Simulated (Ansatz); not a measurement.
Reaction: CH2NO (SMILES N[C]=O, doublet) → CH2NO (SMILES [NH]C=O, doublet)
Each species at its own B3LYP-D3(BJ)/def2-TZVP minimum (Ansatz, an electronic-structure program), one conformer.

Total energies in hartree (Ansatz). Radicals and triplets start from unrestricted determinants; spin-orbit coupling is neglected. Correlated methods leave the cores frozen. No relativity.

```tsv
species	HF/cc-pVTZ	CCSD(T)/cc-pVTZ	HF/cc-pVQZ	CCSD(T)/cc-pVQZ	CCSD(T)/cc-pVDZ	CCSDT(Q)/cc-pVDZ
1: CH2NO (SMILES [C](=O)N, doublet)	-168.37566	-168.98389	-168.38880	-169.03628	-168.81390	-168.81627
2: CH2NO (SMILES C(=O)[NH], doublet)	-168.35381	-168.94918	-168.36661	-169.00023	-168.78260	-168.78487
```

Problem. Work out the isomerisation energy (electronic) in kJ/mol: take Hartree-Fock from cc-pVQZ, extrapolate the CCSD(T) correlation energy as X^-3 (X = 3, 4), and add CCSDT(Q) - CCSD(T) in cc-pVDZ. 1 hartree = 2625.5 kJ/mol.

Solution. 
Species 1: correlation (64·(-0.64748) - 27·(-0.60823))/37 = -0.67612; step -0.00237; E1 = -168.38880 + (-0.67612) + (-0.00237) = -169.06729
Species 2: correlation (64·(-0.63362) - 27·(-0.59537))/37 = -0.66153; step -0.00227; E2 = -168.36661 + (-0.66153) + (-0.00227) = -169.03041
-1·E1 +1·E2 = 0.03688 hartree = 96.8 kJ/mol.
